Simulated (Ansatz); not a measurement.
Born–Oppenheimer molecular dynamics of H$_{5}$N$_{2}$ (7 atoms, charge 0, multiplicity 2). It starts at the highest image of a converged band. Of that band: The profile has 3 maxima (images 2, 5, 8) with wells between them (images 4, 6): this band takes more than one step, which may be the mechanism or a detour left from its start path. A vibrational analysis at the climbing image gives one clearly imaginary mode, 1199i cm⁻¹: a first-order saddle point.

These are results of UKS BLYP-D4/def2-SVP in Ansatz, not measurements.

- ensemble: NVE (velocity Verlet)
- time step: 0.5 fs
- steps asked: 200
- starting velocities drawn for: 300 K
- seed: 7643

Frames 0.5 fs apart, positions in Å, forces in eV/Å.

Velocities at 50.0 fs (Å/ps):

```
H 30.91 -5.31 -0.83
N -1.31 1.11 -4.46
N -0.29 0.18 5.79
H 5.54 18.28 9.12
H -0.61 -21.84 -22.58
H -17.79 -2.17 1.22
H 4.21 -6.90 -5.34
```

```xyz
7
Properties=species:S:1:pos:R:3:forces:R:3 time_fs=50.0 energy_less_start_eV=0.005 T=293
H 1.001 -0.234 -0.666 0.50 -0.13 1.18
N 0.480 0.090 -1.460 -0.68 -0.51 -1.36
N 0.042 -0.391 1.514 0.63 -0.34 -0.31
H -0.019 0.949 -1.263 -0.04 0.70 0.46
H -0.276 -0.599 -1.603 0.16 -0.11 -0.03
H -0.980 -0.448 1.378 -0.55 0.01 -0.05
H 0.164 0.605 1.773 -0.03 0.37 0.11
7
Properties=species:S:1:pos:R:3:forces:R:3 time_fs=50.5 energy_less_start_eV=-0.012 T=318
H 1.017 -0.237 -0.665 0.16 0.02 0.72
N 0.479 0.091 -1.462 -0.68 -0.59 -0.93
N 0.042 -0.391 1.516 0.25 -0.54 -0.40
H -0.016 0.959 -1.258 0.07 0.35 0.38
H -0.276 -0.610 -1.615 0.39 0.18 0.08
H -0.989 -0.449 1.379 -0.17 0.06 0.00
H 0.166 0.602 1.770 -0.03 0.53 0.14
7
Properties=species:S:1:pos:R:3:forces:R:3 time_fs=51.0 energy_less_start_eV=-0.011 T=317
H 1.034 -0.239 -0.663 -0.20 0.19 0.24
N 0.478 0.091 -1.465 -0.60 -0.63 -0.47
N 0.042 -0.391 1.519 -0.11 -0.69 -0.47
H -0.013 0.970 -1.252 0.18 -0.03 0.30
H -0.275 -0.620 -1.626 0.56 0.44 0.18
H -0.999 -0.450 1.379 0.20 0.10 0.05
H 0.168 0.600 1.768 -0.04 0.63 0.17
7
Properties=species:S:1:pos:R:3:forces:R:3 time_fs=51.5 energy_less_start_eV=0.005 T=292
H 1.050 -0.242 -0.659 -0.55 0.33 -0.20
N 0.477 0.091 -1.467 -0.48 -0.62 -0.03
N 0.042 -0.391 1.522 -0.42 -0.77 -0.52
H -0.010 0.980 -1.245 0.28 -0.39 0.20
H -0.273 -0.630 -1.636 0.68 0.64 0.28
H -1.009 -0.451 1.380 0.53 0.13 0.10
H 0.170 0.600 1.766 -0.05 0.68 0.17
7
Properties=species:S:1:pos:R:3:forces:R:3 time_fs=52.0 energy_less_start_eV=0.032 T=251
H 1.064 -0.243 -0.657 -0.84 0.44 -0.56
N 0.476 0.092 -1.470 -0.31 -0.56 0.35
N 0.041 -0.392 1.524 -0.65 -0.77 -0.55
H -0.006 0.990 -1.238 0.35 -0.70 0.11
H -0.269 -0.638 -1.647 0.73 0.78 0.35
H -1.017 -0.451 1.381 0.79 0.16 0.14
H 0.172 0.601 1.765 -0.07 0.65 0.16
7
Properties=species:S:1:pos:R:3:forces:R:3 time_fs=52.5 energy_less_start_eV=0.061 T=208
H 1.077 -0.244 -0.655 -1.06 0.51 -0.84
N 0.475 0.092 -1.472 -0.11 -0.46 0.66
N 0.041 -0.392 1.527 -0.81 -0.70 -0.55
H -0.001 0.998 -1.230 0.38 -0.94 0.03
H -0.263 -0.644 -1.656 0.72 0.85 0.41
H -1.023 -0.451 1.382 0.98 0.19 0.16
H 0.173 0.604 1.764 -0.10 0.55 0.13
7
Properties=species:S:1:pos:R:3:forces:R:3 time_fs=53.0 energy_less_start_eV=0.082 T=176
H 1.087 -0.243 -0.656 -1.21 0.55 -1.03
N 0.474 0.092 -1.475 0.11 -0.33 0.90
N 0.041 -0.393 1.530 -0.88 -0.56 -0.52
H 0.004 1.004 -1.223 0.38 -1.11 -0.05
H -0.256 -0.648 -1.664 0.64 0.86 0.44
H -1.027 -0.451 1.384 1.08 0.20 0.18
H 0.175 0.608 1.763 -0.13 0.40 0.09
7
Properties=species:S:1:pos:R:3:forces:R:3 time_fs=53.5 energy_less_start_eV=0.090 T=162
H 1.094 -0.241 -0.659 -1.28 0.54 -1.12
N 0.473 0.092 -1.477 0.35 -0.17 1.06
N 0.040 -0.393 1.532 -0.87 -0.37 -0.48
H 0.011 1.007 -1.215 0.34 -1.20 -0.11
H -0.247 -0.650 -1.671 0.51 0.80 0.44
H -1.028 -0.450 1.386 1.10 0.20 0.18
H 0.176 0.614 1.763 -0.16 0.21 0.04
7
Properties=species:S:1:pos:R:3:forces:R:3 time_fs=54.0 energy_less_start_eV=0.086 T=169
H 1.099 -0.237 -0.664 -1.26 0.49 -1.13
N 0.472 0.092 -1.479 0.60 0.00 1.13
N 0.040 -0.394 1.534 -0.78 -0.16 -0.43
H 0.019 1.008 -1.208 0.27 -1.20 -0.16
H -0.237 -0.651 -1.677 0.32 0.67 0.42
H -1.027 -0.448 1.388 1.04 0.20 0.17
H 0.177 0.619 1.762 -0.18 0.00 0.00
7
Properties=species:S:1:pos:R:3:forces:R:3 time_fs=54.5 energy_less_start_eV=0.071 T=192
H 1.100 -0.233 -0.673 -1.16 0.40 -1.04
N 0.471 0.092 -1.481 0.84 0.18 1.13
N 0.039 -0.395 1.536 -0.62 0.05 -0.36
H 0.027 1.005 -1.201 0.16 -1.11 -0.19
H -0.227 -0.649 -1.682 0.09 0.49 0.37
H -1.023 -0.446 1.391 0.89 0.18 0.14
H 0.177 0.625 1.762 -0.20 -0.20 -0.04
7
Properties=species:S:1:pos:R:3:forces:R:3 time_fs=55.0 energy_less_start_eV=0.052 T=220
H 1.098 -0.228 -0.684 -0.97 0.28 -0.86
N 0.470 0.092 -1.483 1.06 0.36 1.02
N 0.038 -0.395 1.538 -0.39 0.26 -0.29
H 0.035 1.000 -1.195 0.02 -0.94 -0.20
H -0.215 -0.647 -1.687 -0.17 0.26 0.30
H -1.018 -0.444 1.395 0.66 0.16 0.11
H 0.177 0.630 1.761 -0.21 -0.37 -0.08
7
Properties=species:S:1:pos:R:3:forces:R:3 time_fs=55.5 energy_less_start_eV=0.037 T=243
H 1.094 -0.221 -0.697 -0.69 0.12 -0.59
N 0.470 0.092 -1.484 1.23 0.51 0.82
N 0.037 -0.396 1.540 -0.10 0.43 -0.23
H 0.044 0.993 -1.189 -0.16 -0.68 -0.18
H -0.205 -0.643 -1.690 -0.44 0.01 0.21
H -1.010 -0.441 1.398 0.37 0.13 0.07
H 0.176 0.635 1.761 -0.21 -0.51 -0.10
```

Of the whole run (100 fs, mean temperature of the second half 170 K): The conserved energy stayed within 0.28 meV per atom of its start (net change 0.017 meV per atom), so the integration is sound. The temperature averaged 0.57 of the 300 K drawn at the start: a run that starts near a minimum puts about half its kinetic energy into the potential. A run of 0.1 ps of so small a system gives no equilibrium averages.

Time of the run: 5.1 min on 1 CPU thread of a shared host.
